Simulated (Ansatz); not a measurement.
## Ansatz (development build ahead of 0.2.0) run

```yaml
crystal:
  periodic: [false, false, false]
  atoms:
    - { symbol: S, position_ang: [0.0, 0.0, -0.94127] }
    - { symbol: F, position_ang: [0.0, 0.0, 0.94127] }
basis:
  gaussian: { orbitals: def2-SVP }
total_charge: -1
magnetization:
  spin_polarized: true
hamiltonian:
  xc: hf
correlation:
  method: mp2
  frozen_orbitals: { F: 1, S: 5 }
```

The input is written out in the form of the current development build from the run's settings.

Results

* Converged: yes
* Reference energy: -496.71230 hartree
* Correlation energy: -0.30853 hartree
* Total energy: -497.02083 hartree
* Spin squared of the determinant: 0.000
* Stability test: minimum
* Occupied orbitals by symmetry in an Abelian subgroup (alpha; beta): 7 A1 3 B1 3 B2; 7 A1 3 B1 3 B2

Messages of the program:
```
mean field -13516.23019218 eV, -496.7122979329 hartree, gradient 1.4e-6 eV, S^2 0.000000; 2 other ends of a descent, 0 dependent functions left out
```

Caution: no diffuse functions for an anion.
